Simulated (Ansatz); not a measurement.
Scan of [Cl···H···CH$_{3}$], doublet

Starting geometry:

```xyz
6

Cl   -0.8119    0.0000    0.0000
H     0.4669    0.0000    0.0000
C     1.8831    0.0000    0.0000
H     1.8831   -1.0800    0.0000
H     1.8831    0.5400    0.9353
H     1.8831    0.5400   -0.9353
```

From there H2 is moved from one fragment to the other while all else, the fragments' distance too, stays fixed; atoms are numbered as listed. Energies are in kJ/mol, counted from the starting geometry at the same level.

Basis cc-pVDZ; Ansatz 0.2.0. Only valence electrons are correlated (noble-gas cores frozen). Prefix R: restricted or restricted open-shell reference; prefix U: unrestricted. Active spaces: valence = (15e, 12o) chosen from the atoms' valence shells.

Runs in a small pair space aren't shown, since their orbitals change along the scan.

Full CI isn't at hand for all of this; UCCSDT(Q) serves as the reference, and is uncertain by about the last step of the cluster series. The frozen core follows each run's orbitals, which can shift R against U totals by a few meV.

```json
{"distance Cl1-H2 (Å)": "1.279", "UCCSDT(Q)": "0.0", "error UCCSD": "0.0", "error RCCSD(T)": "0.0", "error UCCSD(T)": "0.0", "error UCCSDT": "0.0", "error CASSCF (valence space)": "0.0", "error NEVPT2 (valence space)": "0.0"}
{"distance Cl1-H2 (Å)": "1.325", "UCCSDT(Q)": "-3.6", "error UCCSD": "0.7", "error RCCSD(T)": "0.1", "error UCCSD(T)": "0.1", "error UCCSDT": "0.0", "error CASSCF (valence space)": "0.6", "error NEVPT2 (valence space)": "0.3"}
{"distance Cl1-H2 (Å)": "1.419", "UCCSDT(Q)": "-1.4", "error UCCSD": "1.9", "error RCCSD(T)": "0.2", "error UCCSD(T)": "0.3", "error UCCSDT": "0.1", "error CASSCF (valence space)": "1.5", "error NEVPT2 (valence space)": "1.4"}
{"distance Cl1-H2 (Å)": "1.512", "UCCSDT(Q)": "8.1", "error UCCSD": "2.2", "error RCCSD(T)": "0.1", "error UCCSD(T)": "0.3", "error UCCSDT": "0.1", "error CASSCF (valence space)": "1.3", "error NEVPT2 (valence space)": "3.5"}
{"distance Cl1-H2 (Å)": "1.605", "UCCSDT(Q)": "27.4", "error UCCSD": "1.6", "error RCCSD(T)": "0.0", "error UCCSD(T)": "0.1", "error UCCSDT": "0.1", "error CASSCF (valence space)": "-0.7", "error NEVPT2 (valence space)": "6.6"}
```

Errors are those of relative energies. In total energy the starting point itself misses UCCSDT(Q) by: UCCSD 19.9, RCCSD(T) 3.0, UCCSD(T) 3.1, UCCSDT 1.2, CASSCF (valence space) 670.2, NEVPT2 (valence space) 144.4 kJ/mol.

Spread of the error over the points with a reference, to 1.605 Å (largest less smallest): UCCSDT 0.1, RCCSD(T) 0.2, UCCSD(T) 0.3, CASSCF (valence space) 2.2, UCCSD 2.2, NEVPT2 (valence space) 6.6 kJ/mol.
